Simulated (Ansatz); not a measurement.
**Pb$_{2}$Au (I4/mcm)**

Computed with Ansatz, DFT r2SCAN, scalar-relativistic, plane waves, PAW.

Plane waves to 500 eV, a k mesh through Γ of 8×8×8 on the computed 6-atom cell and Gaussian smearing (0.10 eV); no spin polarisation.

The structure is relaxed at this level of theory with its symmetry kept. Whether it is the stable form of this composition wasn't checked.

```cif
data_structure
_symmetry_space_group_name_H-M 'I4/mcm'
_symmetry_Int_Tables_number 140
_cell_length_a 7.4026
_cell_length_b 7.4026
_cell_length_c 5.7382
_cell_angle_alpha 90.000
_cell_angle_beta 90.000
_cell_angle_gamma 90.000
_cell_volume 314.45
loop_
_atom_site_label
_atom_site_type_symbol
_atom_site_symmetry_multiplicity
_atom_site_Wyckoff_symbol
_atom_site_fract_x
_atom_site_fract_y
_atom_site_fract_z
_atom_site_occupancy
Pb1 Pb 8 h 0.15945 0.65945 0.00000 1
Au1 Au 4 a 0.00000 0.00000 0.25000 1
```

```json
{
  "Space group": "I4/mcm (No. 140)",
  "Volume per atom": "26.20 Å³",
  "Formation energy from the elements' standard states (uncorrected)": "-0.084 eV/atom",
  "Generalised Kohn–Sham band gap": "none (metal)",
  "Density of states at the Fermi level": "2.15 states/eV per cell",
  "Löwdin character within 0.5 eV of the Fermi level": "Pb 6p 75 %, Pb 6s 8 %, unprojected 5 %",
  "Bader charges (e)": "Pb (4 in the cell) 0.29, Au (2 in the cell) -0.58"
}
```

Spin-orbit coupling is left out, which matters for the bands of heavy elements.

Cost: 1 run of about 8 core-minutes, on Intel Xeon Processor @ 2.50GHz (Skylake/Cascade Lake) (shared hosts).